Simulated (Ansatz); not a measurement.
A made-up structure of BSiH4O, doublet:

```
7
angstrom
B -0.9186 0.1878 -0.5387
O -0.1244 -0.6645 -0.3328
Si 0.7463 -0.5282 0.7868
H -1.4702 -0.1922 -1.4014
H -1.0530 1.2918 0.1330
H 0.9372 0.9911 1.2857
H 1.8827 -1.0858 0.0674
```

It is relaxed with PBE-D4/def2-SVP and then PBE0-D4/def2-TZVP (Ansatz 0.2.0). Atoms count as bonded within 1.22 times the sum of their covalent radii (H–H: 0.88 Å). The end point is not checked to be a true minimum.

Q: Does its bonding change? (A judgement: the text doesn't fix the answer.)

A: By the calculation: Yes. Formed: none; broken: B1–Si3.

Where it ends: The first stage lowers the energy by 4.08 eV in 10 steps. It ends as BSiH₄O ([BH2][O][SiH2]):
| atom | x (Å) | y (Å) | z (Å) |
| --- | --- | --- | --- |
| B1 | -1.1369 | 0.2472 | -0.6520 |
| O2 | -0.1462 | -0.6087 | -0.3219 |
| Si3 | 0.9894 | -0.5658 | 0.8881 |
| H4 | -1.8566 | -0.0515 | -1.5620 |
| H5 | -1.2738 | 1.2743 | -0.0395 |
| H6 | 1.1792 | 0.8371 | 1.3588 |
| H7 | 2.2450 | -1.1324 | 0.3285 |

Labels in which every atom is bracketed show which atoms are joined, not bond orders.

For scale, one of the runs: PBE0-D4/def2-TZVP relaxation, 123 basis functions, launched by `ansatz run in.yaml --threads 2 --pin off --events-out ev --progress --plain --max-ram 4352MiB`. Hardware: 2 CPU threads of an Arm Neoverse V1, shared host. Wall time about 41 s.
